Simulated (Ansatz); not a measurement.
## Volume per atom of some elemental solids other than molecular ones

Method: PBE-D3(BJ) (Ansatz, an electronic-structure program, PAW). References are measured values corrected to a static lattice. The table is a random draw of 8 from 14 solids with such references.

Values in Å³/atom.

| solid | reference | PBE-D3(BJ) | error (%) |
|---|---|---|---|
| hcp Sc | 24.77¶ | 23.47 | -5.2 |
| hcp Y | 32.95¶ | 31.52 | -4.3 |
| hcp Cd | 21.01¶ | 21.35 | +1.6 |
| hcp Ru | 13.45¶ | 13.44 | -0.1 |
| hcp Co | 10.96¶ | 10.55 | -3.7 |
| hcp Re | 14.62¶ | 14.66 | +0.3 |
| hcp Ti | 17.50¶ | 16.51 | -5.7 |
| hcp Mg | 22.65¶ | 21.72 | -4.1 |

Over these 8 solids the mean error is -2.7 %, the mean absolute error 3.1 % (median 3.9 %), and the worst case hcp Ti at -5.7 %; the value is below the reference in 6 of 8 cases. Over all 14, from unrounded values, the mean error is -1.6 % and the mean absolute error 3.0 % (median 3.4 %).

All these references are brought to a static lattice.

Spin–orbit coupling is left out, also for the solids with elements from indium on (hcp Re); its size isn't shown.

¶ marks references of a special kind: hcp Sc, 24.77 Å³/atom (measured, copied from a table, unchecked, extrapolated to 0 K and zero-point effects removed; as tabulated in Lejaeghere et al. (2013), arXiv:1204.2733); hcp Y, 32.95 Å³/atom (measured, copied from a table, unchecked, extrapolated to 0 K and zero-point effects removed; as tabulated in Lejaeghere et al. (2013), arXiv:1204.2733); hcp Cd, 21.01 Å³/atom (measured, copied from a table, unchecked, extrapolated to 0 K and zero-point effects removed; as tabulated in Lejaeghere et al. (2013), arXiv:1204.2733); hcp Ru, 13.45 Å³/atom (measured, copied from a table, unchecked, extrapolated to 0 K and zero-point effects removed; as tabulated in Lejaeghere et al. (2013), arXiv:1204.2733); hcp Co, 10.96 Å³/atom (measured, copied from a table, unchecked, extrapolated to 0 K and zero-point effects removed; as tabulated in Lejaeghere et al. (2013), arXiv:1204.2733); hcp Re, 14.62 Å³/atom (measured, copied from a table, unchecked, extrapolated to 0 K and zero-point effects removed; as tabulated in Lejaeghere et al. (2013), arXiv:1204.2733); hcp Ti, 17.50 Å³/atom (measured, copied from a table, unchecked, extrapolated to 0 K and zero-point effects removed; as tabulated in Lejaeghere et al. (2013), arXiv:1204.2733); hcp Mg, 22.65 Å³/atom (measured, copied from a table, unchecked, extrapolated to 0 K and zero-point effects removed; as tabulated in Lejaeghere et al. (2013), arXiv:1204.2733).

Differences are worked out from the printed values.

Ansatz's density-functional and Hartree–Fock values are scalar-relativistic unless marked +SOC, with PAW data made under PBE.

Ansatz's runs of these crystals have no spin polarisation, but for hcp Co.

Density-functional runs with spin start from parallel moments for hcp Co.

Not in this set, of the elemental solids other than molecular ones with a reference value in our tables and a result at some level: 2 for a published cell of unstated conditions; 2 for a reference at room or unstated temperature; 2 for a cell known from the COD alone. These can be a level's best or worst cases. Solids without a released value at any level aren't counted. Cubic solids are told by their lattice constant and aren't counted here. Layered and molecular crystals are counted apart. The metals Ce to Yb are counted apart.

References as tabulated in Lejaeghere et al. (2013), arXiv:1204.2733.
